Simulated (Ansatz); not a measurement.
Reaction: CH4BF (SMILES CBF) → BHF (SMILES [BH]F, doublet) + CH3 (SMILES [CH3], doublet) (the B-C bond breaks)
Each species at its own B3LYP-D3(BJ)/def2-TZVP minimum (Ansatz, an electronic-structure program).

Property: bond dissociation energy (electronic), in kcal/mol. Radicals and triplets start from unrestricted determinants; spin-orbit coupling is neglected. CBS(X,Y): correlation extrapolated as X^-3, Hartree-Fock from the larger set. A bracket is a step between two methods taken in the basis named. Functionals run without relativity, which enters their misses. '+ core + X2C': CCSD(T) terms for core correlation (cc-pwCVTZ) and scalar relativity (cc-pVTZ-DK).

CCSD(T)/CBS(cc-pVTZ,cc-pVQZ) + [CCSDT(Q) - CCSD(T)]/cc-pVDZ + core + X2C (Ansatz) gives 111.7 kcal/mol.

Problem. How far off this value is PBE/def2-TZVPD (Ansatz), in which direction, and which of these levels come nearer: r2SCAN/def2-TZVPD, B3LYP/def2-TZVPD, PBE0/def2-TZVPD, wB97M-V/def2-TZVPD, CCSD(T)/CBS(cc-pVTZ,cc-pVQZ) + core + X2C?

Solution. PBE gives 108.7 kcal/mol, 3.0 kcal/mol below it. Differences of the others: r2SCAN/def2-TZVPD (Ansatz) -7.6; B3LYP/def2-TZVPD (Ansatz) -5.7; PBE0/def2-TZVPD (Ansatz) -3.3; wB97M-V/def2-TZVPD (Ansatz) 1.4; CCSD(T)/CBS(cc-pVTZ,cc-pVQZ) + core + X2C (Ansatz) 0.0 kcal/mol. Nearer than PBE: wB97M-V/def2-TZVPD, CCSD(T)/CBS(cc-pVTZ,cc-pVQZ) + core + X2C.
